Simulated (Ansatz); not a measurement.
A trace of molecular dynamics of AlH3O (5 atoms, charge 0, multiplicity 1).

Level of theory: Ansatz 0.2.0, RKS PBE0/cc-pVDZ.

| Item | Value |
| --- | --- |
| ensemble | NVE (velocity Verlet) |
| starting velocities drawn for | 700 K |
| seed | 368122 |

```tsv
time (fs)	T (K)	potential energy less start (eV)	conserved less start (meV/atom)
0	700	0.000	0.00
6	2263	3.069	735.07
12	6521	1.335	718.36
18	100380085	14.729	7787969.28
24	100378794	14.986	7787920.65
30	100378693	15.029	7787921.44
36	100378706	15.014	7787919.42
42	100378672	15.030	7787920.02
48	100378661	15.041	7787921.20
54	100378696	15.019	7787919.64
60	100378657	15.035	7787919.77
66	100378613	15.058	7787920.92
72	100378686	15.023	7787919.65
78	100378683	15.024	7787919.59
84	100378618	15.054	7787920.45
90	100378643	15.040	7787919.69
96	100378670	15.030	7787919.70
102	100378652	15.040	7787920.46
108	100378652	15.037	7787919.71
114	100378636	15.043	7787919.76
120	100378627	15.052	7787920.90
```

Is this trajectory sound?

The conserved energy changed by up to 7.8e+06 meV per atom, so the integration failed: the time step of 3 fs is too long for the fastest motions that this run met, and the later frames carry no physical meaning.

Time of the run: 2.2 min on 1 thread of Arm Neoverse V2, with other jobs on the host, peak memory 0.094 GiB.
